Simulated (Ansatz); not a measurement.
Born–Oppenheimer molecular dynamics of AlH$_{7}$NP (10 atoms, charge 0, multiplicity 1). It starts at the highest image of a converged band, a first-order saddle point between two minima.

These are results of RKS BLYP/6-31G* in Ansatz, not measurements.

```
ensemble                      : NVE (velocity Verlet)
time step                     : 0.5 fs
steps asked                   : 200
starting velocities drawn for : 100 K
seed                          : 10167
```

First frame:

```xyz
10
Properties=species:S:1:pos:R:3
Al -0.148 0.319 -0.079
H -0.455 -0.150 1.570
H 1.403 0.266 -0.378
N -1.498 -0.307 -1.097
H -2.386 -0.618 -0.702
H -1.643 -0.003 -2.062
P -0.441 2.696 0.848
H -1.602 2.743 1.689
H 0.509 2.853 1.911
H -0.502 0.941 1.527
```

**Question.** How far do the bonds stretch over the last three quarters of this one trajectory? (Pairs bonded in most of those frames.)

**Answer.** 
| bond | mean (Å) | spread (Å) | shortest | longest |
| --- | --- | --- | --- | --- |
| Al1–H3 | 1.603 | 0.011 | 1.58 | 1.62 |
| Al1–N4 | 1.820 | 0.041 | 1.75 | 1.89 |
| Al1–P7 | 2.366 | 0.083 | 2.25 | 2.53 |
| H2–H10 | 0.763 | 0.050 | 0.69 | 0.87 |
| N4–H5 | 1.027 | 0.007 | 1.01 | 1.04 |
| N4–H6 | 1.029 | 0.010 | 1.01 | 1.05 |
| P7–H8 | 1.441 | 0.008 | 1.42 | 1.46 |
| P7–H9 | 1.440 | 0.013 | 1.42 | 1.46 |

Mean temperature of the second half: 1018 K. The conserved energy stayed within 0.23 meV per atom of its start (net change -0.16 meV per atom), so the integration is sound. The kinetic energy rose, since the run started high on the potential surface and went downhill. It ends in pieces (AlH5NP + H2), so much of that is their flight and rotation, not heat. A run of 0.1 ps of so small a system gives no equilibrium averages. The orbitals stay closed-shell, which can raise the energy where a bond breaks towards radicals; this wasn't checked here.

The run took 3.8 min on 2 threads of Arm Neoverse V1, with other jobs on the host, peak memory 0.094 GiB.
